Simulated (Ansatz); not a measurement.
# PS₂ (doublet): correlated methods under varied settings at distance S1–P2 = 1.681 Å

What do other methods and options give for PS₂ (doublet) at this geometry, and how long do they take?

The runs use Ansatz 0.2.0, Gaussian basis; the settings change from run to run.

40 further runs of the same task are left out: 4 for a known fault of the program, 30 that didn't finish, 6 set aside as unsound or not needed.

## Step 1: The geometry

The geometry derives from a PBE0/def2-TZVP stationary point (not a proven minimum). One bond is set to the value named and the two fragments are kept rigid.

3 atoms, charge 0, spin multiplicity 2.

Atoms are counted from 1 here; the program's logs count them from 0.

Bond lengths: S1–P2 1.681 Å, P2–S3 1.911 Å. Angles: S1–P2–S3 132.6°.

## Step 2: MP2 on UHF/6-31G

Contents of in.yaml:

```yaml
crystal:
  periodic: [false, false, false]
  atoms:
    - {symbol: S, position_ang: [0.000000, -0.188697, 1.610577]}
    - {symbol: P, position_ang: [0.000000, 0.486465, 0.071123]}
    - {symbol: S, position_ang: [0.000000, -0.281213, -1.679279]}
basis:
  gaussian: {orbitals: 6-31G}
magnetization: {spin_polarized: true, initial_magnetization: 1}
correlation: {method: mp2, electrons: outside_noble_gas}
```

Command:

```console
> ansatz run in.yaml --threads 1 --pin off --events-out ev --progress --plain --max-ram 2393MiB
```

Log:

```text
Functional definition: HF
  name "HF"
  cite "Fock, Z. Phys. 61, 126 (1930) doi:10.1007/BF01340294"
  parent pbe
  exchange = exact_x
  correlation = 0
425 factors; integrals over basis functions are off by at most 7.9e-5 eV
mean field evaluation 1: about -30897.1845 eV, gradient 1.4e1 eV
mean field evaluation 2: about -30897.1967 eV, gradient 1.4e1 eV
mean field evaluation 4: about -30898.7853 eV, gradient 1.5e0 eV
mean field evaluation 8: about -30898.8251 eV, gradient 1.9e-2 eV
mean field evaluation 16: about -30898.7680 eV, gradient 6.8e-1 eV
mean field -30898.82541270 eV, -1135.5108899407 hartree, gradient 2.8e-6 eV, S^2 0.770379; 4 other end points of the search recorded, 0 dependent functions left out
15 core orbitals not correlated: weight in the atoms' cores, before any rotation towards them, 1.000 or more for the frozen orbitals, at most 0.000 for the correlated occupied ones
reference -30898.82541270 eV, -1135.5108899407 hartree; 9, 8 occupied and 15, 16 virtual orbitals, 425 factors
second order -4.40927499 eV of doubles, -0.00000000 eV of singles
Total energy: -30903.23468769 eV, -1135.6729278077 hartree
```

It took 0.72 s on 1 thread of Arm Neoverse V1, shared host.

From the report: ⟨S²⟩ of the determinant 0.770 (pure doublet: 0.75).

## Step 3: CCSD/cc-pVDZ

Changes to in.yaml since step 2:

```diff
@@ -7,4 +7,7 @@
 basis:
-  gaussian: {orbitals: 6-31G}
+  gaussian: {orbitals: cc-pVDZ}
 magnetization: {spin_polarized: true, initial_magnetization: 1}
-correlation: {method: mp2, electrons: outside_noble_gas}
+hamiltonian: {xc: {name: B3LYP}}
+correlation: {method: ccsd, electrons: valence, diis_vectors: 2}
+scf: {lower_state_search: off}
+output: {forces: true}
```

Launched as before.

Log, cut to the lines that bear on the results:

```text
Functional definition: B3LYP
  name "B3LYP"
  cite "Stephens, Devlin, Chabalowski & Frisch, J. Phys. Chem. 98, 11623 (1994) doi:10.1021/j100096a001"
  cite "Becke, Phys. Rev. A 38, 3098 (1988) doi:10.1103/PhysRevA.38.3098"
  cite "Lee, Yang & Parr, Phys. Rev. B 37, 785 (1988) doi:10.1103/PhysRevB.37.785"
  cite "Vosko, Wilk & Nusair, Can. J. Phys. 58, 1200 (1980) doi:10.1139/p80-159"
[...]
576 factors; integrals over basis functions are off by at most 1.0e-3 eV
[...]
mean field -30959.23567885 eV, -1137.7309262740 hartree, gradient 7.7e-6 eV, S^2 0.754174; 0 other end points of the search recorded, 0 dependent functions left out
15 core orbitals not correlated: weight in the atoms' cores, before any rotation towards them, 1.000 or more for the frozen orbitals, at most 0.000 for the correlated occupied ones
reference -30904.71946730 eV, -1135.7274924519 hartree; 9, 8 occupied and 30, 31 virtual orbitals, 576 factors
second order -10.21749629 eV of doubles, -0.30308509 eV of singles
cycle   1  -10.28984665 eV  change    2.2e-1 eV  update   1.1e-1
[...]
cycle  19  -10.68556998 eV  change   -1.4e-7 eV  update   1.1e-6
[...]
Total energy: -30915.40503728 eV, -1136.1201799059 hartree
Atom 0 at     0.000000    -0.188697     1.610577 Å, force     0.000000    -5.775127    13.653843 eV/Å
Atom 1 at     0.000000     0.486465     0.071123 Å, force     0.000000     6.258022   -12.125498 eV/Å
Atom 2 at     0.000000    -0.281213    -1.679279 Å, force     0.000000    -0.482895    -1.528344 eV/Å
Dipole moment:    -0.000000     0.093318     0.223757 e Å
Checks for a lower state left out: starts, cluster_reference, orbital_swaps, neighbouring_geometries, increment
```

It took 10 s on 1 thread of Arm Neoverse V1, shared host.

From the report: ⟨S²⟩ of the determinant 0.754 (pure doublet: 0.75); correlation -10.6856 eV; T1 0.010; largest double amplitude 0.07. The orbitals are Kohn-Sham ones, so correlation energy and T1 don't compare with those on Hartree-Fock orbitals.

## Step 4: CASSCF(1,4)/cc-pVDZ

Contents of in.yaml:

```yaml
crystal:
  periodic: [false, false, false]
  atoms:
    - {symbol: S, position_ang: [0.000000, -0.188697, 1.610577]}
    - {symbol: P, position_ang: [0.000000, 0.486465, 0.071123]}
    - {symbol: S, position_ang: [0.000000, -0.281213, -1.679279]}
basis:
  gaussian: {orbitals: cc-pVDZ}
magnetization: {spin_polarized: false, initial_magnetization: 1}
correlation: {active_space: {window: {electrons: 1, orbitals: 4}}}
accuracy: high
```

Same command.

Log:

```text
Functional definition: HF
  name "HF"
  cite "Fock, Z. Phys. 61, 126 (1930) doi:10.1007/BF01340294"
  parent pbe
  exchange = exact_x
  correlation = 0
1127 factors; integrals over basis functions are off by at most 3.2e-9 eV
mean field evaluation 1: about -30903.9982 eV, gradient 1.7e1 eV
mean field evaluation 2: about -30904.0150 eV, gradient 1.7e1 eV
mean field evaluation 4: about -30905.0837 eV, gradient 2.1e0 eV
mean field evaluation 8: about -30905.1181 eV, gradient 1.8e-1 eV
mean field evaluation 16: about -30905.1190 eV, gradient 1.5e-7 eV
mean field -30905.11895223 eV, -1135.7421732523 hartree, gradient 2.6e-8 eV, S^2 0.750000; 0 other end points of the search recorded, 0 dependent functions left out
reference -30905.11895223 eV, -1135.7421732523 hartree; 24, 23 occupied and 30, 31 virtual orbitals, 1127 factors
state -30905.11895223 eV, -1135.7421732523 hartree
Total energy: -30905.11895223 eV, -1135.7421732523 hartree
```

It took 3.2 s on 1 thread of Arm Neoverse V1, shared host.

From the report: 4 determinants; active occupations 1.00, 0.00, 0.00, 0.00. With so small a space the active step adds no correlation: the energy is the mean field's.

## Step 5: CCSD(T) on UHF/cc-pVDZ

Changes to in.yaml since step 4:

```diff
@@ -8,4 +8,5 @@
   gaussian: {orbitals: cc-pVDZ}
-magnetization: {spin_polarized: false, initial_magnetization: 1}
-correlation: {active_space: {window: {electrons: 1, orbitals: 4}}}
+magnetization: {spin_polarized: true, initial_magnetization: 1}
+hamiltonian: {pseudopotentials: {relativity: scalar}}
+correlation: {method: ccsd_t, electrons: valence}
 accuracy: high
```

The command is unchanged.

Log, cut to the lines that bear on the results:

```text
Functional definition: HF
  name "HF"
  cite "Fock, Z. Phys. 61, 126 (1930) doi:10.1007/BF01340294"
  parent pbe
[...]
1127 factors; integrals over basis functions are off by at most 3.2e-9 eV
[...]
mean field -30977.41196908 eV, -1138.3988926197 hartree, gradient 3.1e-8 eV, S^2 0.776300; 7 other end points of the search recorded, 0 dependent functions left out
determinant -30977.41196908 eV, -1138.3988926197 hartree, with singles and doubles -30987.73387702 eV, -1138.7782157402 hartree
determinant -30975.52833916 eV, -1138.3296704968 hartree, with singles and doubles -30985.57707248 eV, -1138.6989546352 hartree
determinant -30974.91896205 eV, -1138.3072763012 hartree, with singles and doubles -30985.40532256 eV, -1138.6926429421 hartree
determinant -30974.43443221 eV, -1138.2894701579 hartree, with singles and doubles -30984.21609118 eV, -1138.6489394949 hartree
determinant -30974.32342878 eV, -1138.2853908571 hartree, with singles and doubles -30984.10366382 eV, -1138.6448078655 hartree
determinant -30974.14839914 eV, -1138.2789586366 hartree, with singles and doubles -30984.12183498 eV, -1138.6454756436 hartree
15 core orbitals not correlated: weight in the atoms' cores, before any rotation towards them, 1.000 or more for the frozen orbitals, at most 0.000 for the correlated occupied ones
reference -30977.41196908 eV, -1138.3988926197 hartree; 9, 8 occupied and 30, 31 virtual orbitals, 1127 factors
second order -9.61424032 eV of doubles, -0.00000000 eV of singles
cycle   1  -10.32210541 eV  change   -2.0e-4 eV  update   1.5e-3
[...]
cycle  21  -10.32258162 eV  change  -6.4e-10 eV  update   1.8e-9
perturbative correction -0.46640594 eV, -0.0171401021 hartree
Total energy: -30988.20095663 eV, -1138.7953805993 hartree
Relativity: scalar
```

It took 13 s on 1 thread of Arm Neoverse V1, shared host.

From the report: ⟨S²⟩ of the determinant 0.776 (pure doublet: 0.75); correlation -10.7890 eV; T1 0.022; largest double amplitude 0.08.

## Step 6: NEVPT2(1,8)/cc-pVDZ

Contents of in.yaml:

```yaml
crystal:
  periodic: [false, false, false]
  atoms:
    - {symbol: S, position_ang: [0.000000, -0.188697, 1.610577]}
    - {symbol: P, position_ang: [0.000000, 0.486465, 0.071123]}
    - {symbol: S, position_ang: [0.000000, -0.281213, -1.679279]}
basis:
  gaussian: {orbitals: cc-pVDZ}
magnetization: {spin_polarized: false, initial_magnetization: 1}
correlation: {method: sc_nevpt2, electrons: valence, active_space: {window: {electrons: 1, orbitals: 8}, states: [{multiplicity: 2, weights: [1, 1, 0.5]}], root: 0}}
accuracy: high
```

The command is unchanged.

Log, cut to the lines that bear on the results:

```text
Functional definition: HF
  name "HF"
  cite "Fock, Z. Phys. 61, 126 (1930) doi:10.1007/BF01340294"
  parent pbe
[...]
1127 factors; integrals over basis functions are off by at most 3.2e-9 eV
[...]
mean field -30905.11895223 eV, -1135.7421732523 hartree, gradient 2.6e-8 eV, S^2 0.750000; 0 other end points of the search recorded, 0 dependent functions left out
reference -30905.11895223 eV, -1135.7421732523 hartree; 24, 23 occupied and 30, 31 virtual orbitals, 1127 factors
state -30904.99891683 eV, -1135.7377620327 hartree
state -30902.55334364 eV, -1135.6478888759 hartree
state -30898.25807354 eV, -1135.4900406110 hartree
state -30904.99891683 eV, -1135.7377620327 hartree; corrected -30914.68621077 eV, -1136.0937635190 hartree
state -30902.55334364 eV, -1135.6478888759 hartree; corrected -30912.27800238 eV, -1136.0052634928 hartree
state -30898.25807354 eV, -1135.4900406110 hartree; corrected -30908.74039290 eV, -1135.8752587423 hartree
WARN: 5 active orbitals are nearly empty or full. The corrections depend on them more than the energy does, and are more stable in an active space without them
Total energy: -30914.68621077 eV, -1136.0937635190 hartree
```

Run time: 6 s. Hardware: 1 thread of Arm Neoverse V1, shared host.

From the report: 6 determinants; active occupations (of the averaged states) 0.40, 0.40, 0.20, 0.00, 0.00, 0.00, 0.00, 0.00. The report marks this result as in doubt.

## Step 7: NEVPT2(3,2)/cc-pVDZ

Contents of in.yaml:

```yaml
crystal:
  periodic: [false, false, false]
  atoms:
    - {symbol: S, position_ang: [0.000000, -0.188697, 1.610577]}
    - {symbol: P, position_ang: [0.000000, 0.486465, 0.071123]}
    - {symbol: S, position_ang: [0.000000, -0.281213, -1.679279]}
basis:
  gaussian: {orbitals: cc-pVDZ}
magnetization: {spin_polarized: false, initial_magnetization: 1}
correlation: {method: sc_nevpt2, electrons: valence, active_space: {window: {electrons: 3, orbitals: 2}}}
```

The command is unchanged.

Log:

```text
Functional definition: HF
  name "HF"
  cite "Fock, Z. Phys. 61, 126 (1930) doi:10.1007/BF01340294"
  parent pbe
  exchange = exact_x
  correlation = 0
576 factors; integrals over basis functions are off by at most 1.0e-3 eV
mean field evaluation 1: about -30904.0040 eV, gradient 1.7e1 eV
mean field evaluation 2: about -30904.0162 eV, gradient 1.7e1 eV
mean field evaluation 4: about -30905.0837 eV, gradient 2.1e0 eV
mean field evaluation 8: about -30905.1180 eV, gradient 1.6e-1 eV
mean field -30905.11879120 eV, -1135.7421673347 hartree, gradient 2.8e-6 eV, S^2 0.750000; 0 other end points of the search recorded, 0 dependent functions left out
reference -30905.11879120 eV, -1135.7421673347 hartree; 24, 23 occupied and 30, 31 virtual orbitals, 576 factors
state -30905.11879120 eV, -1135.7421673347 hartree
state -30905.11879120 eV, -1135.7421673347 hartree; corrected -30914.92373284 eV, -1136.1024922940 hartree
WARN: 1 active orbitals are nearly empty or full. The corrections depend on them more than the energy does, and are more stable in an active space without them
Total energy: -30914.92373284 eV, -1136.1024922940 hartree
```

It took 1.7 s on 1 thread of Arm Neoverse V1, shared host.

From the report: 1 determinant; active occupations 2.00, 1.00. The report marks this result as in doubt.

## Step 8: BCCD(T)/cc-pVDZ

Changes to in.yaml since step 7:

```diff
@@ -9,2 +9,4 @@
 magnetization: {spin_polarized: false, initial_magnetization: 1}
-correlation: {method: sc_nevpt2, electrons: valence, active_space: {window: {electrons: 3, orbitals: 2}}}
+hamiltonian: {xc: {name: PBE0}}
+correlation: {method: bccd_t, electrons: valence}
+output: {forces: true}
```

Launched as before.

Log, cut to the lines that bear on the results:

```text
Functional definition: PBE0
  name "PBE0"
  cite "Adamo & Barone, J. Chem. Phys. 110, 6158 (1999) doi:10.1063/1.478522"
  cite "Perdew, Burke & Ernzerhof, Phys. Rev. Lett. 77, 3865 (1996) doi:10.1103/PhysRevLett.77.3865"
  parent pbe
[...]
576 factors; integrals over basis functions are off by at most 1.0e-3 eV
[...]
mean field -30946.99422817 eV, -1137.2810612591 hartree, gradient 4.0e-6 eV, S^2 0.750000; 0 other end points of the search recorded, 0 dependent functions left out
[...]
15 core orbitals not correlated: weight in the atoms' cores, before any rotation towards them, 1.000 or more for the frozen orbitals, at most 0.000 for the correlated occupied ones
reference -30904.70724674 eV, -1135.7270433546 hartree; 9, 8 occupied and 30, 31 virtual orbitals, 576 factors
second order -10.24726342 eV of doubles, -0.32183386 eV of singles
cycle   1  -10.35945871 eV  change    2.0e-1 eV  update   1.2e-1
[...]
cycle  17  -10.74859341 eV  change   -4.9e-7 eV  update   1.0e-6
perturbative correction -0.50064116 eV, -0.0183982234 hartree
[...]
Total energy: -30915.95648131 eV, -1136.1404451003 hartree
Atom 0 at     0.000000    -0.188697     1.610577 Å, force    -0.000000    -5.934290    14.017515 eV/Å
Atom 1 at     0.000000     0.486465     0.071123 Å, force     0.000000     6.555190   -12.173835 eV/Å
Atom 2 at     0.000000    -0.281213    -1.679279 Å, force     0.000000    -0.620900    -1.843679 eV/Å
Dipole moment:    -0.000000     0.075836     0.206067 e Å
```

It took 15 s on 1 thread of Arm Neoverse V1, shared host.

From the report: correlation -11.2492 eV; largest double amplitude 0.08.

## Step 9: CISD/cc-pVDZ

Contents of in.yaml:

```yaml
crystal:
  periodic: [false, false, false]
  atoms:
    - {symbol: S, position_ang: [0.000000, -0.188697, 1.610577]}
    - {symbol: P, position_ang: [0.000000, 0.486465, 0.071123]}
    - {symbol: S, position_ang: [0.000000, -0.281213, -1.679279]}
basis:
  gaussian: {orbitals: cc-pVDZ, point_charges: [{charge: 0.50, position_ang: [2.645, 0.638, 0.818]}]}
magnetization: {spin_polarized: false, initial_magnetization: 1}
correlation: {active_space: {ras: {orbitals: [8, 1, 30], electrons: 17, max_holes: 2, max_particles: 2}, fixed_orbitals: true}}
scf: {lower_state_search: full}
```

Same command.

Log:

```text
Functional definition: HF
  name "HF"
  cite "Fock, Z. Phys. 61, 126 (1930) doi:10.1007/BF01340294"
  parent pbe
  exchange = exact_x
  correlation = 0
576 factors; integrals over basis functions are off by at most 1.0e-3 eV
mean field evaluation 1: about -30904.0751 eV, gradient 1.5e1 eV
mean field evaluation 2: about -30904.0881 eV, gradient 1.5e1 eV
mean field evaluation 4: about -30904.9445 eV, gradient 2.2e0 eV
mean field evaluation 8: about -30904.9762 eV, gradient 1.6e-1 eV
mean field evaluation 16: about -30832.8251 eV, gradient 1.3e2 eV
mean field evaluation 32: about -30904.9116 eV, gradient 1.3e0 eV
mean field evaluation 64: about -30901.2430 eV, gradient 1.7e1 eV
mean field evaluation 96: about -30904.9771 eV, gradient 2.1e-6 eV
mean field -30904.97706288 eV, -1135.7369589150 hartree, gradient 5.0e-6 eV, S^2 0.750000; 5 other end points of the search recorded, 0 dependent functions left out
reference -30904.97706288 eV, -1135.7369589150 hartree; 24, 23 occupied and 30, 31 virtual orbitals, 576 factors
state -30914.19099302 eV, -1136.0755646022 hartree
Total energy: -30914.19099302 eV, -1136.0755646022 hartree
```

It took 12 s on 1 thread of Arm Neoverse V1, shared host.

From the report: 149,199 determinants.

## Step 10: HF/6-31G

Contents of in.yaml:

```yaml
crystal:
  periodic: [false, false, false]
  atoms:
    - {symbol: S, position_ang: [0.000000, -0.188697, 1.610577]}
    - {symbol: P, position_ang: [0.000000, 0.486465, 0.071123]}
    - {symbol: S, position_ang: [0.000000, -0.281213, -1.679279]}
basis:
  gaussian: {orbitals: 6-31G}
magnetization: {spin_polarized: true, initial_magnetization: 1}
hamiltonian: {xc: hf}
accuracy: high
scf: {lower_state_search: full}
output: {orbitals: {seedname: orbitals}}
```

Same command.

Log, cut to the lines that bear on the results:

```text
Functional definition: HF
  name "HF"
  cite "Fock, Z. Phys. 61, 126 (1930) doi:10.1007/BF01340294"
  parent pbe
[...]
811 factors; integrals over basis functions are off by at most 3.2e-9 eV
[...]
mean field -30898.82562551 eV, -1135.5108977612 hartree, gradient 2.8e-8 eV, S^2 0.770379; 5 other end points of the search recorded, 0 dependent functions left out
reference -30898.82562551 eV, -1135.5108977612 hartree; 24, 23 occupied and 15, 16 virtual orbitals, 811 factors
Total energy: -30898.82562551 eV, -1135.5108977612 hartree
```

Wall time 2.6 s (1 thread of Arm Neoverse V1, shared host).

From the report: ⟨S²⟩ of the determinant 0.770 (pure doublet: 0.75).

## Step 11: The runs in one table

Where basis and cores are those of an earlier UCCSDT(Q)/cc-pVDZ run (-30916.1405 eV), and the state is the same kind, the miss against it is given. † marks a result that the program doubts.

| level | correlated | functions | energy (eV) | from UCCSDT(Q) (meV) | time |
| --- | --- | --- | --- | --- | --- |
| MP2 on UHF/6-31G | outside noble gas | 39 | -30903.2347 |  | 0.72 s |
| CCSD/cc-pVDZ (on B3LYP orbitals) | valence | 54 | -30915.4050 | 735.5 | 10 s |
| CASSCF(1,4)/cc-pVDZ |  | 54 | -30905.1190 | 11021.6 | 3.2 s |
| CCSD(T) on UHF/cc-pVDZ (relativity set) | valence | 54 | -30988.2010 |  | 13 s |
| NEVPT2(1,8)/cc-pVDZ (lowest root of an average) † | valence | 54 | -30914.6862 |  | 6 s |
| NEVPT2(3,2)/cc-pVDZ † | valence | 54 | -30914.9237 |  | 1.7 s |
| BCCD(T)/cc-pVDZ (on PBE0 orbitals) | valence | 54 | -30915.9565 | 184.1 | 15 s |
| CISD/cc-pVDZ (beside a point charge) | outside noble gas | 54 | -30914.1910 |  | 12 s |
| HF/6-31G |  | 39 | -30898.8256 |  | 2.6 s |

## Step 12: Results

| quantity | value |
| --- | --- |
| runs | 9 |
| quickest | MP2 on UHF/6-31G, 0.72 s |
| slowest | BCCD(T)/cc-pVDZ (on PBE0 orbitals), 15 s |

**Reading.** Total energies in different bases, with other cores or another treatment of relativity can't be set against each other. BCCD(T)/cc-pVDZ (on PBE0 orbitals) took 20 times as long as MP2 on UHF/6-31G; the jobs differ in more than the method. Among the correlated runs with a miss given, it spans +184 to +735 meV. Hartree-Fock, CASSCF and CASCI lack dynamic correlation by design. Cores frozen from Kohn-Sham orbitals shift the total energy.
